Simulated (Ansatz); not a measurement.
# C2HN (SMILES [CH]C#N) at 6 levels

We compute a comparison of 6 runs (UHF/3-21G, UHF/cc-pVDZ, UHF/def2-SVP, UB3LYP/6-31G*, UPBE0/def2-SVP) of C2HN. 

The calculation is run with Ansatz 0.2.0.

1 further run of the same task is left out (set aside as unsound or not needed).

**1. Starting point**

C2HN: 4 atoms, total charge 0, spin state triplet. SMILES: `[CH]C#N`. Geometry: relaxed at GFN2-xTB.

Bond lengths: C1–C2 1.272 Å, C2–N3 1.198 Å, C1–H4 1.050 Å. Angles: C1–C2–N3 179.7°, C2–C1–H4 175.8°.

**2. Energy and gradient at UHF/3-21G (run 1)**

File run.yaml:

```yaml
crystal:
  periodic: [false, false, false]
  atoms:
    - {symbol: C, position_ang: [0.557530, -0.360710, 0.113220]}
    - {symbol: C, position_ang: [-0.512560, 0.297740, -0.082980]}
    - {symbol: N, position_ang: [-1.523420, 0.914290, -0.264090]}
    - {symbol: H, position_ang: [1.478450, -0.851310, 0.233850]}
basis:
  gaussian: {orbitals: 3-21G.json}
magnetization: {spin_polarized: true, initial_magnetization: 2}
hamiltonian: {xc: hf}
accuracy: high
output: {forces: true, orbitals: {seedname: orbitals}}
```

The basis set 3-21G is read from a file made from the Basis Set Exchange's data (not shown).

Started as:

```console
$ ansatz run run.yaml --threads 1 --pin off --max-ram 2610MiB --events-out events.jsonl --progress --plain --runs-dir runs
```

What it wrote:

```text
Warning: RAYON_NUM_THREADS=1 ignored (pool sized by the plan → 1); use --threads N
Functional definition: HF
  name "HF"
  exchange = exact_x
  correlation = 0
632 factors; integrals over basis functions are off by at most 6.3e-9 eV
mean field evaluation 1: about -3532.9312 eV, gradient 1.7e1 eV
mean field evaluation 2: about -3533.1832 eV, gradient 1.7e1 eV
mean field evaluation 4: about -3535.7386 eV, gradient 4.5e0 eV
mean field evaluation 8: about -3536.2564 eV, gradient 7.4e-1 eV
mean field evaluation 16: about -3536.2675 eV, gradient 1.6e-5 eV
mean field -3536.26753986 eV, -129.9554351217 hartree, gradient 3.6e-8 eV, S^2 2.360678; 0 other end points of the search recorded, 0 dependent functions left out
the calculation of the forces begins
reference -3536.26753986 eV, -129.9554351217 hartree; 11, 9 occupied and 18, 20 virtual orbitals, 632 factors
Total energy: -3536.26753986 eV, -129.9554351217 hartree
Atom 0 at     0.557530    -0.360710     0.113220 Å, force     0.689850    -0.400808     0.109688 eV/Å
Atom 1 at    -0.512560     0.297740    -0.082980 Å, force     0.972980    -0.609363     0.187835 eV/Å
Atom 2 at    -1.523420     0.914290    -0.264090 Å, force    -1.825020     1.115362    -0.330547 eV/Å
Atom 3 at     1.478450    -0.851310     0.233850 Å, force     0.162190    -0.105191     0.033024 eV/Å
Dipole moment:     0.549534    -0.318682     0.088231 e Å
```

Run time: 0.22 s. Hardware: 1 thread of AMD EPYC 9R45 (Zen 5), shared host.

**3. Energy and forces at UHF/cc-pVDZ (run 2)**

File input.yaml:

```yaml
basis:
  gaussian:
    orbitals: cc-pVDZ
crystal:
  periodic: [false, false, false]
  atoms:
    - symbol: C
      position_ang: [0.557530, -0.360710, 0.113220]
    - symbol: C
      position_ang: [-0.512560, 0.297740, -0.082980]
    - symbol: N
      position_ang: [-1.523420, 0.914290, -0.264090]
    - symbol: H
      position_ang: [1.478450, -0.851310, 0.233850]
magnetization:
  spin_polarized: true
  initial_magnetization: 2
hamiltonian:
  xc: hf
accuracy: high
output: {forces: true, orbitals: {seedname: orbitals}}
```

Started as:

```console
$ ansatz run input.yaml --threads 1 --pin off --max-ram 2610MiB --events-out events.jsonl --progress --plain --runs-dir runs
```

What it wrote:

```text
Warning: RAYON_NUM_THREADS=1 ignored (pool sized by the plan → 1); use --threads N
Functional definition: HF
  name "HF"
  exchange = exact_x
  correlation = 0
927 factors; integrals over basis functions are off by at most 2.7e-9 eV
mean field evaluation 1: about -3553.2137 eV, gradient 1.7e1 eV
mean field evaluation 2: about -3553.2172 eV, gradient 1.7e1 eV
mean field evaluation 4: about -3555.7070 eV, gradient 4.5e0 eV
mean field evaluation 8: about -3556.2017 eV, gradient 2.0e-1 eV
mean field -3556.20291621 eV, -130.6880466897 hartree, gradient 2.9e-8 eV, S^2 2.339399; 0 other end points of the search recorded, 0 dependent functions left out
the calculation of the forces begins
reference -3556.20291621 eV, -130.6880466897 hartree; 11, 9 occupied and 36, 38 virtual orbitals, 927 factors
Total energy: -3556.20291621 eV, -130.6880466897 hartree
Atom 0 at     0.557530    -0.360710     0.113220 Å, force     0.887097    -0.657898     0.233048 eV/Å
Atom 1 at    -0.512560     0.297740    -0.082980 Å, force     0.085630     0.022547    -0.030848 eV/Å
Atom 2 at    -1.523420     0.914290    -0.264090 Å, force    -1.564066     0.929051    -0.265791 eV/Å
Atom 3 at     1.478450    -0.851310     0.233850 Å, force     0.591338    -0.293701     0.063591 eV/Å
Dipole moment:     0.547180    -0.319522     0.089235 e Å
```

Wall time 1.5 s (1 thread of AMD EPYC 9R45 (Zen 5), shared host).

Runs 3 to 5 aren't shown in full; the table further down has their settings and results.

**4. Energy and forces at UPBE0/def2-SVP (run 6)**

File job.yaml:

```yaml
crystal:
  periodic: [false, false, false]
  atoms:
    - {symbol: C, position_ang: [0.557530, -0.360710, 0.113220]}
    - {symbol: C, position_ang: [-0.512560, 0.297740, -0.082980]}
    - {symbol: N, position_ang: [-1.523420, 0.914290, -0.264090]}
    - {symbol: H, position_ang: [1.478450, -0.851310, 0.233850]}
basis:
  gaussian: {orbitals: def2-SVP}
accuracy: high
magnetization: {spin_polarized: true, initial_magnetization: 2}
output: {forces: true, orbitals: {seedname: orbitals}}
hamiltonian: {xc: pbe0}
```

Started as:

```console
$ ansatz run job.yaml --threads 1 --pin off --max-ram 2610MiB --events-out events.jsonl --progress --plain --runs-dir runs
```

What it wrote:

```text
Warning: RAYON_NUM_THREADS=1 ignored (pool sized by the plan → 1); use --threads N
Functional definition: PBE0
  name "PBE0"
  parameter a = 0.25
  parameter kappa = 0.804
  parameter beta = 0.06672455060314922
  exchange = (1 - a)*pbe_x(kappa = kappa, mu = beta*pi^2/3) + a*exact_x
  correlation = pbe_c(beta = beta)
960 factors; integrals over basis functions are off by at most 2.8e-9 eV
mean field evaluation 1: about -3566.7471 eV, gradient 1.9e1 eV
mean field evaluation 2: about -3565.3724 eV, gradient 2.6e1 eV
mean field evaluation 4: about -3568.9209 eV, gradient 1.6e0 eV
mean field evaluation 8: about -3569.1012 eV, gradient 1.0e-1 eV
mean field evaluation 16: about -3569.1013 eV, gradient 8.4e-5 eV
mean field -3569.10130205 eV, -131.1620536267 hartree, gradient 6.3e-8 eV, S^2 2.069193; 0 other end points of the search recorded, 0 dependent functions left out
the calculation of the forces begins
reference -3569.10130347 eV, -131.1620536786 hartree; 11, 9 occupied and 36, 38 virtual orbitals, 960 factors
Total energy: -3569.10130347 eV, -131.1620536786 hartree
Atom 0 at     0.557530    -0.360710     0.113220 Å, force     0.679529    -0.491123     0.169894 eV/Å
Atom 1 at    -0.512560     0.297740    -0.082980 Å, force    -0.530590     0.353734    -0.112587 eV/Å
Atom 2 at    -1.523420     0.914290    -0.264090 Å, force    -1.073380     0.639420    -0.184189 eV/Å
Atom 3 at     1.478450    -0.851310     0.233850 Å, force     0.924442    -0.502031     0.126882 eV/Å
Dipole moment:     0.556489    -0.325401     0.091021 e Å
```

Wall time 2.8 s (1 thread of AMD EPYC 9R45 (Zen 5), shared host).

**5. All runs side by side**

```tsv
run	level	Cartesian functions	energy (Eh)	dipole moment (D)	HOMO energy (eV)	LUMO energy (eV)	wall time
1	UHF/3-21G	no	-129.955435	3.08	-11.81	2.53	0.22 s
2	UHF/cc-pVDZ	no	-130.688047	3.07	-11.90	2.12	1.5 s
3	UHF/def2-SVP	no	-130.572870	3.13	-12.02	2.01	1.4 s
4	UB3LYP/6-31G* (spherical functions)	no	-131.415814	3.22	-7.37	-3.35	1.7 s
5	UB3LYP/6-31G* (Cartesian functions)	yes	-131.419340	3.22	-7.38	-3.35	1.8 s
6	UPBE0/def2-SVP	no	-131.162054	3.13	-7.99	-3.22	2.8 s
```

**6. Summary of results**

| quantity | value |
| --- | --- |
| run 6: total energy | -131.16205 Eh |
| run 6: dipole moment | 3.13 D |
| run 6: HOMO energy (highest over α and β) | -7.99 eV |
| run 6: LUMO energy (lowest over α and β) | -3.22 eV |
| run 6: ⟨S²⟩ | 2.069 |
| run 6: largest force on an atom | 1.263 eV/Å |

**Reading.** The dipole moment (its size) runs from 3.07 D (UHF/cc-pVDZ) to 3.22 D (UB3LYP/6-31G*). The two ends differ in method and basis. Totals of different functionals can't be ranked against each other. Spin contamination of the reference: run 1 ⟨S²⟩ = 2.36, run 3 ⟨S²⟩ = 2.34, run 2 ⟨S²⟩ = 2.34. All runs together took 9.4 s, the longest 2.8 s.
